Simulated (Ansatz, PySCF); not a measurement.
BeH, SMILES [BeH], multiplicity 2. Atoms are numbered in the order given.

```xyz
2

Be     0.0000     0.0000    -0.2833
H      0.0000     0.0000     1.0702
```
Charge 0, spin multiplicity 2.

Geometry: PBE0-D3(BJ)/def2-TZVPD. The spin state was assumed, not searched.

Two levels are set side by side: PBE-D3(BJ)/def2-TZVPD (Ansatz, an electronic-structure program) and PBE0-D3(BJ)/def2-TZVPD (Ansatz). Each level has its own optimised geometry; the coordinates shown are those of the second. Frequencies come from the Hessian of PySCF at each geometry. Differences are taken from unrounded values.

| quantity | PBE0-D3(BJ) | PBE-D3(BJ) | PBE-D3(BJ) minus PBE0-D3(BJ) |
|---|---|---|---|
| bond Be1–H2 (Å) | 1.354 | 1.360 | 0.007 |
| highest harmonic wavenumber (cm⁻¹) | 2030 | 1982 | -47 |
| mean harmonic wavenumber (cm⁻¹) | 2030 | 1982 | -47 |
| zero-point energy (kcal/mol) | 2.90 | 2.83 | -0.07 |
